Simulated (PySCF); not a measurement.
PO₂ + 2 HCl → P(OH)₂ + Cl₂

Level: PBE0 in the def2-TZVP basis family, all electrons, no relativity, computed in PySCF with density fitting; open shells unrestricted.

| species | state and structure | E (Eh) | ZPE (kJ/mol) | H(298 K) − H(0) (kJ/mol) | S° (J/(mol K)) |
| --- | --- | --- | --- | --- | --- |
| PO₂ | doublet, C2v, P–O 1.465 Å (×2); O–P–O 134.7° | -491.58679 | 17.2 | 10.8 | 254.3 |
| HCl | singlet, C∞v, H–Cl 1.279 Å | -460.66440 | 17.9 | 8.7 | 186.6 |
| P(OH)₂ | doublet, C2, O–H 0.965 Å (×2), P–O 1.637 Å (×2); H–O–P 114.2° (×2), O–P–O 103.0° | -492.80177 | 71.9 | 14.1 | 280.2 |
| Cl₂ | singlet, D∞h, Cl–Cl 1.982 Å | -920.08940 | 3.5 | 9.1 | 222.5 |

(1) What is the electronic reaction energy?

(2) Add zero-point, thermal and entropy terms for 298.15 K and 1 bar.

Results:

(1) At PBE0/def2-TZVP, ΔE = 64.1 kJ/mol from the differences of the total energies times 2625.5, uphill. 

(2) ΔZPE = 22.4 and Δ[H(298) − H(0)] = -5.0 kJ/mol give ΔH° = 81.5 kJ/mol. ΔS° = -124.8 J/(mol K), so ΔG° = 81.5 − 298.15 × (-0.1248) = 119 kJ/mol and log₁₀K = -20.8.

Only the bonding shown was studied: isomers, or loss of a ligand pair, can lie lower.
